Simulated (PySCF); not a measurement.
# How methods differ on the ionisation energy of Li

Li [He] 2s1 (2S) → Li⁺ 1s2 (1S), as a difference of total energies. Calculation: PySCF 2.14, in def2-TZVP; no relativity, point nucleus. The calculations carry no spin-orbit coupling.

| method | ionisation energy (eV) |
| --- | --- |
| UHF | 5.342 |
| LDA | 5.471 |
| BP86 | 5.562 |

For comparison: 5.392 eV (measured; NIST Atomic Spectra Database, ionization energies).
